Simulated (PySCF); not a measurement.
Cartesian coordinates (Å):
SMILES: N#[C]
```xyz
2

C      0.5800     0.0000     0.0000
N     -0.5801     0.0000     0.0000
```
Charge 0, spin multiplicity 2.

Task: Predict the total energy, highest occupied spin orbital and dipole moment from PBE0-D4/def2-TZVP (PySCF 2.14.0).

Result: 
| Property | Value |
|---|---|
| total energy | -92.6341 Ha |
| highest occupied spin orbital | -10.83 eV |
| dipole moment | 1.49 D |
